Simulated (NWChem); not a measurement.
Program: NWChem. System: dimethyl sulfide (C2H6S), charge 0, spin multiplicity 1, at a geometry optimised with PBE0/def2-SVP. Level: CR-CCSD(T)/def2-SVP, 7 core orbitals frozen.

Part of the output:

```
             Northwest Computational Chemistry Package (NWChem) 7.3.0
             --------------------------------------------------------

                                NWChem Input Module
                                -------------------

 Scaling coordinates for geometry "geometry" by  1.889725989
 (inverse scale =  0.529177249)

 Turning off AUTOSYM since
 SYMMETRY directive was detected!

                             Geometry "geometry" -> ""
                             -------------------------

 Output coordinates in angstroms (scale by  1.889725989 to convert to a.u.)

  No.       Tag          Charge          X              Y              Z
 ---- ---------------- ---------- -------------- -------------- --------------
    1 C                    6.0000    -1.37909100     0.00000000     0.50694600
    2 S                   16.0000     0.00000000     0.00000000    -0.65474700
    3 C                    6.0000     1.37909100     0.00000000     0.50694600
    4 H                    1.0000    -1.37421300     0.89900700     1.14293500
    5 H                    1.0000    -2.30229500     0.00000000    -0.08957200
    6 H                    1.0000    -1.37421300    -0.89900700     1.14293500
    7 H                    1.0000     1.37421300     0.89900700     1.14293500
    8 H                    1.0000     2.30229500     0.00000000    -0.08957200
    9 H                    1.0000     1.37421300    -0.89900700     1.14293500

 Effective nuclear repulsion energy (a.u.)     110.7294865103

            Nuclear Dipole moment (a.u.)
            ----------------------------
        X                 Y               Z
 ---------------- ---------------- ----------------
     0.0000000000     0.0000000000    -0.0000075589

      Symmetry information
      --------------------

 Group name             C2v
 Group number             16
 Group order               4
 No. of unique centers     4

      Symmetry unique atoms

     1    2    4    5


 Summary of "ao basis" -> "" (spherical)
 ------------------------------------------------------------------------------
       Tag                 Description            Shells   Functions and Types
 ---------------- ------------------------------  ------  ---------------------
 *                          def2-svp                  on all atoms

 Summary of "ao basis" -> "ao basis" (spherical)
 ------------------------------------------------------------------------------
       Tag                 Description            Shells   Functions and Types
[...]
     1   0 1 0     -0.000000      0.000000      0.000000
     1   0 0 1      0.646742      0.000000     -0.000008

     2   2 0 0    -18.124711      0.000000    146.333909
     2   1 1 0     -0.000000      0.000000      0.000000
     2   1 0 1     -0.000000      0.000000     -0.000000
     2   0 2 0    -21.317751      0.000000     11.544731
     2   0 1 1     -0.000000      0.000000      0.000000
     2   0 0 2    -21.298821      0.000000     54.224030

                   NWChem Extensible Many-Electron Theory Module
                   ---------------------------------------------


            General Information
            -------------------
      Number of processors :     1
         Wavefunction type : Restricted Hartree-Fock
          No. of electrons :    34
           Alpha electrons :    17
            Beta electrons :    17
           No. of orbitals :   152
            Alpha orbitals :    76
             Beta orbitals :    76
        Alpha frozen cores :     7
         Beta frozen cores :     7
     Alpha frozen virtuals :     0
      Beta frozen virtuals :     0
         Spin multiplicity : singlet
    Number of AO functions :    76
       Number of AO shells :    38
        Use of symmetry is : on
      Symmetry adaption is : on
         Schwarz screening : 0.10D-09

          Correlation Information
          -----------------------
          Calculation type : Coupled-cluster singles & doubles w/ perturbation
   Perturbative correction : Completely renormalized (T)
            Max iterations :      100
        Residual threshold : 0.10D-05
     T(0) DIIS level shift : 0.00D+00
     L(0) DIIS level shift : 0.00D+00
     T(1) DIIS level shift : 0.00D+00
     L(1) DIIS level shift : 0.00D+00
     T(R) DIIS level shift : 0.00D+00
     T(I) DIIS level shift : 0.00D+00
   CC-T/L Amplitude update :  5-th order DIIS
                I/O scheme : Global Array Library
        L-threshold :  0.10D-05
        EOM-threshold :  0.10D-05
 no EOMCCSD initial starts read in
 TCE RESTART OPTIONS
 SLICE:      F
 D4D5:       F
 quantumc:   F
 qrotation:  F
 pwtce:      F
 qducc:      F
 nacto:                         0
 nrotv:                         0
 nrot:                          0

            Memory Information
            ------------------
          Available GA space size is     249031024 doubles
          Available MA space size is     104854140 doubles

 Maximum block size supplied by input
 Maximum block size        24 doubles

 tile_dim =     20

 -------------------------------------------------

 Global array virtual files algorithm will be used

 Parallel file system coherency ......... OK

 4-electron integrals stored in orbital form

 v2    file size   =          1462003
 4-index algorithm nr.  13 is used
 imaxsize =       30
 imaxsize ichop =        0


CCSD iterations
 ---------------------------------------------------------
 Iter          Residuum       Correlation     Cpu    Wall
 ---------------------------------------------------------
    1   0.1679188559499  -0.4269954734136     0.4     0.4
    2   0.0475961188239  -0.4613745400673     0.4     0.4
    3   0.0173782629953  -0.4700887977882     0.4     0.4
    4   0.0071162411261  -0.4724812152921     0.4     0.4
    5   0.0031131943192  -0.4733377227289     0.4     0.4
    6   0.0005000689035  -0.4738554912289     0.4     0.4
    7   0.0001789301018  -0.4738789194790     0.4     0.4
    8   0.0000810879653  -0.4738781374475     0.4     0.4
    9   0.0000379572827  -0.4738783029611     0.4     0.4
   10   0.0000187700440  -0.4738786488624     0.4     0.4
   11   0.0000037728706  -0.4738787487045     0.4     0.4
   12   0.0000015962283  -0.4738791069361     0.4     0.4
   13   0.0000007759782  -0.4738792057251     0.4     0.4
 -----------------------------------------------------------------
 Iterations converged
 CCSD correlation energy / hartree =        -0.473879205725072
 CCSD total energy / hartree       =      -477.042129476847435

 Singles contributions

 Doubles contributions
 CR-CCSD(T)

 CR-CCSD[T]  correction energy / hartree =        -0.010556157284659
 CR-CCSD[T] correlation energy / hartree =        -0.484435363009731
 CR-CCSD[T] total energy / hartree       =      -477.052685634132104
 CR-CCSD(T)  correction energy / hartree =        -0.010269628190805
 CR-CCSD(T) correlation energy / hartree =        -0.484148833915877
 CR-CCSD(T) total energy / hartree       =      -477.052399105038262

 Task  times  cpu:       20.8s     wall:       20.8s

 Total times  cpu:       20.8s     wall:       20.8s
```

Q: Write an NWChem input that would produce this output.

A: This is not unique; one that fits is 
```
start mol
memory heap 100 mb stack 700 mb global 1900 mb
geometry units angstroms nocenter noautoz
  C     -1.379091     0.000000     0.506946
  S      0.000000     0.000000    -0.654747
  C      1.379091     0.000000     0.506946
  H     -1.374213     0.899007     1.142935
  H     -2.302295     0.000000    -0.089572
  H     -1.374213    -0.899007     1.142935
  H      1.374213     0.899007     1.142935
  H      2.302295     0.000000    -0.089572
  H      1.374213    -0.899007     1.142935
  symmetry group C2v
end
basis spherical
  * library def2-svp
end
scf
  rhf
  nopen 0
  maxiter 100
  thresh 1e-7
  semidirect memsize 60000000 filesize 0
end
tce
  freeze core 7
  cr-ccsd(t)
  2eorb
  2emet 13
  thresh 1e-6
  maxiter 100
  tilesize 24
end
task tce energy
```
